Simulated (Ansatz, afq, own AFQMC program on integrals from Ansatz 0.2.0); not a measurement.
## CHB, triplet in 6-31G, levels against full CI

```json
{"atom": "B", "x (Å)": "0.0000", "y (Å)": "0.0000", "z (Å)": "1.2474"}
{"atom": "C", "x (Å)": "0.0000", "y (Å)": "0.0000", "z (Å)": "-3.6736"}
{"atom": "H", "x (Å)": "0.0000", "y (Å)": "0.0000", "z (Å)": "2.4261"}
```

Connectivity, by distances: BH ··· C.

Basis 6-31G. Noble-gas cores (and the filled d shells of Ga–Kr and In–Xe) are frozen. AFQMC by an in-house program on the Cholesky factors that Ansatz 0.2.0 writes for its CCSD(T) run. ph-AFQMC/CISD is guided by a CISD state made of CCSD amplitudes; releasing the constraint for a short imaginary time cuts its bias at the price of noise, slowly where states lie close. ± is one standard error of the sampling.

Determinant: ROHF, the one that the program's search chose, which needn't be the lowest solution. The geometry is a point of a scan.

Full CI on the same integrals is exact in this basis and with this determinant's frozen core.

Cautions: lower spins were not checked; a spin-contaminated unrestricted determinant lies lower (UHF 215 meV lower, ⟨S²⟩ 2.48).

The T1 diagnostic is 0.0115. The weight of the determinant in the CISD state is 0.896 and the size of the correlated space is 8 electrons in 18 orbitals.

Reference: full CI, correlation energy -2.713 eV. The released energy is read at 2.40 1/Eh (meV from the phaseless value at times in 1/Eh: -0.8 ± 1.9 at 0.24, -3.6 ± 1.5 at 0.51, -6.6 ± 1.6 at 0.99, -5.1 ± 1.2 at 1.62, -5.2 ± 1.5 at 2.40).

```csv
level,E − E(reference) (kcal/mol),share of correlation (%)
HF,62.56,0.00
MP2,24.18,61.35
CCSD,0.94,98.49
CCSD(T),0.29,99.54
CCSDT,0.04,99.94
CCSDT(Q),0.01,99.98
CCSDTQ,0.00,100.00
ph-AFQMC/CISD,0.25 ± 0.05,99.61
released AFQMC,0.13 ± 0.04,99.80
```

CCSDT and higher add their correlation energy to the determinant of the CCSD(T) run, since their own runs factorise the integrals more tightly (a shift of under 2 meV). A walk keeps the symmetry of its determinant, which the program's search chose and which needn't be the lowest solution, so a lower state of the same spin and another symmetry isn't excluded. Released energies are given only where the last usable release times agree within the noise; a slower fall can still hide under it.
